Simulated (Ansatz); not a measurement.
Born–Oppenheimer molecular dynamics of AlFH2 (4 atoms, charge 0, multiplicity 1). It goes on from the last frame of an earlier run, with new velocities.

Theory: RKS LDA/6-31G (Ansatz).

| Item | Value |
| --- | --- |
| ensemble | NVE (Milne-controlled integrator) |
| time step | 0.5 fs |
| steps asked | 250 |
| starting velocities drawn for | 300 K |
| masses | H 3.016 u |
| seed | 67703 |

First frame:

```xyz
4
Properties=species:S:1:pos:R:3
Al -0.001 0.000 -0.032
F -0.003 0.000 1.681
H 1.425 -0.001 -0.825
H -1.394 -0.001 -0.787
```

Problem. How far do the bonds stretch over the last three quarters of this one trajectory? (Pairs bonded in most of those frames.)

Solution. 
```csv
bond,mean (Å),spread (Å),shortest,longest
Al1–F2,1.715,0.024,1.68,1.75
Al1–H3,1.618,0.044,1.54,1.69
Al1–H4,1.610,0.036,1.55,1.67
```

Mean temperature of the second half: 172 K. The conserved energy stayed within 0.0018 meV per atom of its start (net change 0.0012 meV per atom), so the integration is sound. Over the second half the temperature averaged 0.57 of the 300 K drawn at the start: a run that starts near a minimum puts about half its kinetic energy into the potential. A run of 0.12 ps of so small a system gives no equilibrium averages. Limits of this set-up: no polarisation functions.

The run took 100 s on 1 thread of Arm Neoverse V1, with other jobs on the host, peak memory 0.071 GiB.
